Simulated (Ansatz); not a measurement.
**CPO (doublet): from Hartree-Fock to the top rungs, def2-TZVPP**

The task here is to estimate one member of a computed series from the others.

Computed with Ansatz 0.2.0, Gaussian basis. Level: def2-TZVPP, core rule «outside noble gas», up to 7 orbitals frozen.

To be run: UHF; ROHF; CCSD(T) on UHF.

2 further runs of the same task are left out: 2 set aside as unsound or not needed.

## What is computed

The geometry is a PBE0/def2-TZVP stationary point (not a proven minimum).

3 atoms, charge 0, spin multiplicity 2.

Atoms are counted from 1 here; the program's logs count them from 0.

Bond lengths: O1–C2 1.157 Å, C2–P3 1.656 Å. Angles: O1–C2–P3 180.0°.

Set-up of the first run:

Contents of in.yaml:

```yaml
crystal:
  periodic: [false, false, false]
  atoms:
    - {symbol: O, position_ang: [0.000000, 0.000000, 1.323100]}
    - {symbol: C, position_ang: [0.000000, 0.000000, 0.166400]}
    - {symbol: P, position_ang: [0.000000, 0.000000, -1.489500]}
basis:
  gaussian: {orbitals: def2-TZVPP}
magnetization: {spin_polarized: true, initial_magnetization: 1}
hamiltonian: {xc: hf}
output: {orbitals: {seedname: orbitals}}
```

Started as:

```console
$ ansatz run in.yaml --threads 1 --pin off --events-out ev --progress --plain --max-ram 2560MiB --backend cpu
```

Among the steps run: UHF; ROHF; CCSD(T) on UHF.

One table of the session follows, with a row left open; its other results are not shown here.

It belongs to the step «Misses and costs». 

```
  method  from UCCSD(T) (kJ/mol)
    ROHF                 +1403.8
     UHF                       ?
    UMP2                  +106.7
   UCCSD                   +73.5
UCCSD(T)                       0
```

Q: Estimate the row for UHF from the others.

**Answer.** from UCCSD(T) (kJ/mol): +1387.6. In the column «from UCCSD(T) (kJ/mol)» it lies between UMP2 (+106.7) and ROHF (+1403.8).

With the free atoms at the same levels and basis (separate runs), the atomisation energy is 11.989 eV at UCCSD(T), 7.402 eV at ROHF.
